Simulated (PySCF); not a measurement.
# Working out the electron affinity of S

S⁻ [Ne] 3s2 3p5 (2P) → S [Ne] 3s2 3p4 (3P). Computed with PySCF 2.14 in aug-cc-pV(Q+d)Z (7s6p5d3f2g, 89 functions), with no relativity, point nucleus. Frozen: [Ne]. Energies in hartree (1 hartree = 27.21139 eV):

```tsv
part	S⁻ (lower)	S (upper)
UHF	-397.545253	-397.512745
CCSD correlation	-0.189017	-0.150013
(T)	-0.009272	-0.005940
```

Question: What does Hartree-Fock give?

Answer: (-397.512745) − (-397.545253) = 0.032508 hartree = 0.885 eV.

Question: What do CCSD and CCSD(T) give?

Answer: The CCSD correlation energies differ by 0.039004 hartree = 1.061 eV and the triples by 0.003332 hartree = 0.091 eV, so CCSD gives 1.946 eV and CCSD(T) 2.037 eV.

A first-order spin-orbit estimate adds -0.003 eV to CCSD(T) (valence), giving 2.034 eV against 2.077 eV (measured; photodetachment measurements, as compiled on the Wikipedia data page of electron affinities).

What remains against the reference includes basis incompleteness, the frozen core and higher excitations.
